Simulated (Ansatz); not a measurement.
Relaxed structures of BSiH$_{3}$O, closed shell (PBE0-D4/def2-TZVP; forces vanish, vibrations not checked; lower isomers may exist, and structures with a doubtful reference or unclear bonds are left out; Å). Program: Ansatz 0.2.0. Basis: def2-TZVPP. Cores are frozen in the correlated methods.

(1) Rank them by CCSD(T) energy, lowest first, and give each one's height above the lowest. Links in brackets join atoms within 1.22 times the sum of their covalent radii (1.1 for two metals). (An estimate is asked for; the value comes from the calculation.)
A.
BSiH₃O ([BH3][Si][O])
```
6
angstrom
B 0.3414 -0.7495 -0.6909
Si -0.1694 0.8960 0.2619
O -0.5601 2.1515 0.9903
H -0.6291 -0.8984 -1.3915
H 1.3541 -0.3787 -1.2309
H 0.4635 -1.5037 0.2425
```
B.
BSiH₃O ([BH]1[O][SiH2]1)
```
6
angstrom
B -0.2336 0.1743 1.0320
Si 0.2063 -0.3952 -0.7249
O -0.1881 1.1126 0.0769
H -0.7910 -0.7247 -1.7697
H 1.5728 -0.3586 -1.2961
H -0.4773 0.2442 2.1939
```
C.
BSiH₃O ([BH2]1[OH][Si]1)
```
6
angstrom
B 0.0962 -0.0974 -0.7370
Si -0.1766 1.6787 0.0466
O -0.4536 0.0765 0.7880
H -0.6858 -0.7287 -1.3837
H 1.2656 -0.3972 -0.7274
H -0.0010 -0.2525 1.5695
```
D.
BSiH₃O ([BH][SiH][OH])
```
6
angstrom
B -0.1199 -0.4452 -0.7920
Si -0.5248 0.4815 0.7453
O -0.7738 2.1081 0.7305
H -0.2292 -1.1386 -1.7418
H -0.0568 2.6719 1.0261
H -0.1122 -0.0692 2.0568
```
E.
BSiH₃O ([BH2][SiH][O])
```
6
angstrom
B 0.2535 -0.5269 -0.8574
Si -0.2354 0.4802 0.8018
O -0.4596 1.9858 0.7443
H -0.5923 -0.9660 -1.5763
H 1.3963 -0.6591 -1.1762
H -0.3625 -0.3140 2.0638
```

T1 diagnostic: at most 0.022. The restricted Hartree–Fock reference is unstable towards an unrestricted one at one or more of these structures.

Answers

(1) The calculation gives: B (0.000 eV), A (0.788 eV), E (1.445 eV), C (1.705 eV), D (2.407 eV). Heights count from the lowest.

For scale, one of the runs: CCSD(T)/def2-TZVPP, 146 basis functions, launched by `ansatz run in.yaml --threads 2 --pin off --events-out ev --progress --plain --max-ram 4352MiB`. Time: 15 s of wall clock on 2 CPU threads of an Arm Neoverse V1; the host was shared. Peak host memory: 0.86 GiB.
